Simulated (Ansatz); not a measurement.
A made-up structure of AlBNH₂, doublet:

B1  (-0.606, -0.494, -0.177)
N2  (0.465, 0.550, 0.092)
Al3  (1.520, -1.026, 1.023)
H4  (-1.803, -0.675, -0.730)
H5  (0.425, 1.645, -0.207)
(Å)

It is relaxed with PBE-D4/def2-SVP and then PBE0-D4/def2-TZVP (Ansatz 0.2.0). Atoms count as bonded within 1.22 times the sum of their covalent radii (H–H: 0.88 Å). The end point is not checked to be a true minimum.

(1) Does its bonding change? (Judge from chemistry; the calculation decides.)

Answers

(1) Computed: No: no bond forms or breaks.

Where it ends: The first stage lowers the energy by 0.96 eV in 6 steps. It ends as AlBNH₂ ([BH]1[NH][Al]1):
B1  (-0.541, -0.442, -0.158)
N2  (0.415, 0.491, 0.082)
Al3  (1.358, -0.916, 0.913)
H4  (-1.610, -0.602, -0.652)
H5  (0.379, 1.469, -0.185)
(Å)

Labels in which every atom is bracketed show which atoms are joined, not bond orders.

For scale, one of the runs: PBE0-D4/def2-TZVP relaxation, 111 basis functions, launched by `ansatz run in.yaml --threads 2 --pin off --events-out ev --progress --plain --max-ram 4352MiB`. Hardware: 2 CPU threads of an Arm Neoverse V1, shared host. Wall time about 19 s.
